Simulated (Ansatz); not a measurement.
Cost and result for the atomization energy of C3H7FO (`COCCF`) (12 atoms, 11 bonds).

```xyz
12

C     0.075    1.877   -0.202
O     0.197    0.676    0.510
C    -0.109   -0.444   -0.271
C     0.057   -1.662    0.606
F    -0.235   -2.791   -0.133
H    -0.951    2.026   -0.565
H     0.756    1.904   -1.063
H     0.331    2.689    0.479
H    -1.142   -0.396   -0.649
H     0.561   -0.519   -1.141
H    -0.624   -1.620    1.460
H     1.085   -1.740    0.969
```

Charge 0, multiplicity 1. All single points use the PBE0-D4/def2-TZVP geometry. It is one conformer, not always the lowest. Program: Ansatz. All runs use 4 threads of an AMD EPYC 7B13 on a shared host. Times are those of one run each, without the atoms' runs, and a repeat can differ threefold. Electronic energies, without spin–orbit coupling; frozen cores. CCSD(T)/CBS adds CCSD(T) − MP2 in def2-TZVPP to the MP2 limit, and its time is that of the two runs behind it. T1 = 0.010. B3LYP takes the VWN-RPA correlation (the form of Gaussian; ORCA's B3LYP/G).

CCSD(T)/CBS is a level of theory with its own doubt, some kJ/mol a heavy atom from the limit and from the frozen cores, so smaller differences don't rank the functionals.

```json
{"level": "PBE-D4/def2-TZVPP (with forces)", "functions": "253", "wall time": "2.1 s", "atomization (kJ/mol)": "4717.4", "difference from CCSD(T)/CBS": "107.6", "per bond": "9.8"}
{"level": "PBE0-D4/def2-TZVPP", "functions": "253", "wall time": "2.2 s", "atomization (kJ/mol)": "4623.7", "difference from CCSD(T)/CBS": "13.9", "per bond": "1.3"}
{"level": "B3LYP-D4/def2-TZVPP (with forces)", "functions": "253", "wall time": "3.4 s", "atomization (kJ/mol)": "4607.2", "difference from CCSD(T)/CBS": "-2.6", "per bond": "-0.2"}
{"level": "r2SCAN-D4/def2-TZVPP (with forces)", "functions": "253", "wall time": "3.4 s", "atomization (kJ/mol)": "4615.7", "difference from CCSD(T)/CBS": "5.9", "per bond": "0.5"}
{"level": "B2PLYP/def2-TZVPP", "functions": "253", "wall time": "4.3 s", "atomization (kJ/mol)": "4565.1", "difference from CCSD(T)/CBS": "-44.7", "per bond": "-4.1"}
{"level": "ωB97X-V/def2-TZVPP", "functions": "253", "wall time": "5.5 s", "atomization (kJ/mol)": "4616.9", "difference from CCSD(T)/CBS": "7.1", "per bond": "0.6"}
{"level": "ωB97M-V/def2-TZVPP (with forces)", "functions": "253", "wall time": "8 s", "atomization (kJ/mol)": "4620.0", "difference from CCSD(T)/CBS": "10.2", "per bond": "0.9"}
{"level": "MP2/def2-QZVPP", "functions": "495", "wall time": "20 s", "atomization (kJ/mol)": "4639.0", "difference from CCSD(T)/CBS": "29.2", "per bond": "2.7"}
{"level": "CCSD(T)/def2-TZVPP", "functions": "253", "wall time": "2.2 min", "atomization (kJ/mol)": "4499.9", "difference from CCSD(T)/CBS": "-109.9", "per bond": "-10.0"}
{"level": "CCSD(T)/CBS(def2)", "functions": "–", "wall time": "2.5 min", "atomization (kJ/mol)": "4609.8", "difference from CCSD(T)/CBS": "0.0", "per bond": "0.0"}
```

From PBE to PBE0 (25 % exact exchange), in def2-TZVPP and without D4, the atomization energy moves by −90.9 kJ/mol: exact exchange takes away binding that semilocal exchange gives to molecules. In def2-TZVPP, CCSD(T) changes the Hartree–Fock value by +1147.9 kJ/mol (the triples alone add +63.0 kJ/mol) and MP2 by +1222.2 kJ/mol; breaking electron pairs costs correlation energy, which Hartree–Fock lacks. The D4 term adds +26.1 kJ/mol with B3LYP and +13.7 kJ/mol with PBE0; it sums over pairs of atoms, weighted by their polarisabilities, and B3LYP, whose exchange is more repulsive, gets the larger term.
